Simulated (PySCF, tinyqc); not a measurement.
Orbital energy against energy difference: ionisation energy by orbital energies and by energy differences in the 6-31g* basis, for Li2, spin multiplicity 1. Computed by the program tinyqc with PySCF. The cation is unrestricted; errors are against CCSD(T) in this basis, not against experiment.

Geometry (angstrom):
```
atom       x       y       z
Li    0.0000  0.0000  0.0000
Li    0.0000  0.0000  2.4200
```

CCSD(T) difference in the same basis = 5.3025 eV

IP-EOM-CCSD = 5.3033 eV

First vertical ionisation energy (eV):
```
method     -e(HOMO)  E(cation) - E  error of -e(HOMO)  error of the difference
HF           4.9758       4.438332            -0.3266                  -0.8641
LDA          3.2178       5.430203            -2.0847                   0.1277
PBE          3.2228       5.397473            -2.0797                   0.0950
B3LYP        3.6741       5.461199            -1.6284                   0.1587
PBE0         3.8028       5.336973            -1.4997                   0.0345
CAM-B3LYP    4.6672       5.421338            -0.6353                   0.1189
LC-wPBE      5.5668       5.270452             0.2644                  -0.0320
```

What does the comparison show, and why?

Koopmans errs by -0.33 eV and Delta-HF by -0.86 eV: relaxation, 0.54 eV, lowers the value and the missing correlation difference works against it. The PBE level is off by -2.1 eV through the wrong tail of its potential, though its energy difference is off by +0.09 eV; exact exchange deepens the level, and among the orbital energies LC-wPBE comes closest; among the differences LC-wPBE does. The restricted reference is unstable here: a spin-polarised solution lies 0.0018 hartree lower (PySCF), so results built on it describe a poor reference.
